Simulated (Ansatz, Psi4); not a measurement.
**Predicting a hybrid from its neighbours: C2H2F4 (norflurane)**

The species is C2H2F4 (8 atoms), meant as a singlet with charge 0. As SMILES, `FCC(F)(F)F`. Geometry: relaxed at PBE0-D4/def2-TZVP.

The HOMO–LUMO gap y, in eV, basis cc-pVDZ; a is the functional's share of exact exchange. Programs: Ansatz 0.2.0, Psi4 1.11.

| functional | program | a | y (eV) |
| --- | --- | --- | --- |
| BLYP | Ansatz | 0 | 9.00 |
| revPBE | Ansatz | 0 | 9.06 |
| TPSSh | Psi4 | 0.1 | 10.64 |
| B3LYP | Ansatz | 0.2 | ? |
| PBE0 | Ansatz | 0.25 | 12.06 |
| r2SCAN0 | Ansatz | 0.25 | 12.75 |
| BHLYP | Ansatz | 0.5 | 14.75 |

Task: Fit y = c + s·a to the known rows and predict B3LYP.

Result: 
1. Means of the 6 rows: a = 0.1833, y = 11.377.
2. Σ(Δa)² = 0.18333, Σ(Δa·Δy) = 2.1272, so the slope is 2.1272/0.18333 = 11.603.
3. Intercept: 11.377 − (11.603) × 0.1833 = 9.250. The largest residual of the fit is 0.60.
4. B3LYP: 9.250 + (11.603) × 0.2 = 11.57 eV.

The run gave 11.41 eV, so the prediction is off by +0.16 eV, within the largest residual. Exact exchange lowers occupied levels and raises empty ones. The rows mix families of semi-local functionals, which the line can't see.
